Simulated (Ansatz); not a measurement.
The end point of a relaxation of Cu. Space group Fm-3m (No. 225), fcc (Cu type). Computed with PBE (plane waves to 420 eV, PAW, scalar-relativistic; Ansatz, a first-principles code).

```cif
data_Cu
_chemical_formula_sum 'Cu1'
_space_group_name_H-M_alt 'P 1'
_space_group_IT_number 1
_cell_length_a 2.56589
_cell_length_b 2.56589
_cell_length_c 2.56589
_cell_angle_alpha 60.000
_cell_angle_beta 60.000
_cell_angle_gamma 60.000
loop_
_space_group_symop_operation_xyz
  'x, y, z'
loop_
_atom_site_label
_atom_site_type_symbol
_atom_site_fract_x
_atom_site_fract_y
_atom_site_fract_z
_atom_site_occupancy
Cu1 Cu 0.50000 0.50000 0.50000 1
```

```yaml
volume_per_atom: 11.95 Å³
density: 8.83 g/cm³
band_gap: no gap (metallic)
shortest_distances: Cu–Cu 2.57 Å
k-mesh: 22×22×22
```

No spin polarisation in the result.

Measured for Cu: a 3.595 Å (static lattice; corrected from measurement; as listed in Gábor I. Csonka et al., Physical Review B (2009)). Computed minus measured — a: PBE +0.9 %. The computed values are for a static lattice.

It was reached from a disturbed copy of a I4₁/amd (No. 141) cell (AFLOW prototype A_tI4_141_a (A5, as in Sn)), against which it lies -0.33 eV/atom.
